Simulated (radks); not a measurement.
# Ionisation of Al²⁺: one atom, several choices of exchange strength α

One table from this session's results is given with a row withheld; the runs are named, their logs left out.

Method: Dirac Kohn-Sham, spin-unpolarised, spherical densities, finite nucleus. Code: radks (a radial shooting solver on a logarithmic mesh, Libxc functionals) version 1.

## The atom as given

| Property | Result |
| --- | --- |
| element | aluminium (Z = 13) |
| charge | +2 |
| electrons | 11 |
| configuration | [Ne] 3s1 |
| ion | Al³⁺, [Ne] |
| choices | α = 0.667; α = 0.686; α = 0.727; α = 0.813; α = 0.847; α = 0.922; α = 0.961; α = 1.045 |

Outer shells as boxes (Hund's rule):

Al²⁺
```
[Ne] core
3s [↑ ]
```

Al³⁺
```
[He] core
2s [↑↓]
2p [↑↓][↑↓][↑↓]
```

The first run:

Input:

```text
Z 13
configuration [Ne] 3s1
relativity Dirac
functional xalpha 0.667
spin unpolarised
j_filling energy
nucleus finite rms 3.061 fm
c 137.035999084
```

Among the steps run: α = 0.667: Al²⁺.

One table of the session follows, with a row left open; its other results are not shown here.

Sizes of the orbitals, from the radial functions (bohr):

| level | <r> | outermost maximum (interpolated) | 90 % within | nodes |
| --- | --- | --- | --- | --- |
| 1s1/2 | ? | ? | ? | ? |
| 2s1/2 | 0.6283 | 0.498 | 0.995 | 1 |
| 2p1/2 | 0.6013 | 0.426 | 1.02 | 0 |
| 2p3/2 | 0.6036 | 0.428 | 1.02 | 0 |
| 3s1/2 | 2.219 | 1.92 | 3.32 | 2 |

Estimate the missing values for 1s1/2.

The run gave: <r>: 0.1206; outermost maximum (interpolated): 0.0786; 90 % within: 0.216; nodes: 0. In the column «<r>» it is the lowest.

To keep in mind: Spin polarisation and multiplet splitting are left out, so open shells lie too high by an amount that depends on their filling.
